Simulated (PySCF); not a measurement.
Relaxation of singlet H₂SO

Method: PBE0 in PySCF with S def2-TZVP, O def2-TZVP, H def2-TZVP; no relativity; density-fitted integrals. A (50,194) grid was used.

A hand-made T-shaped (ligand arrangement 2) start, of C2v symmetry, held to at least that symmetry:

```xyz
4
charge 0 multiplicity 1, angstrom
S     0.0000    0.0000   -0.4851
O     0.0000    0.0000    1.0249
H     1.3492    0.0000   -0.4380
H    -1.3492    0.0000   -0.4380
```

Question: What forces act on the atoms at the start (eV/Å)?

Answer: 
```csv
atom,Fx,Fy,Fz
S1,0.00,0.00,2.20
O2,0.00,0.00,2.76
H3,0.08,0.00,-2.48
H4,-0.08,0.00,-2.48
```

Question: What does it relax to?

Answer: It ends at C2v with S–H 1.334 Å (×2), S–O 1.502 Å; H–S–H 110.6°, H–S–O 124.7° (×2). A frequency run shows 1 imaginary mode, down to 1284i cm⁻¹, so it is a saddle point.

Question: How much energy is released, and in how many steps?

Answer: 285.1 kJ/mol in 8 steps.

The relaxation took about 15 core-seconds on a shared host.
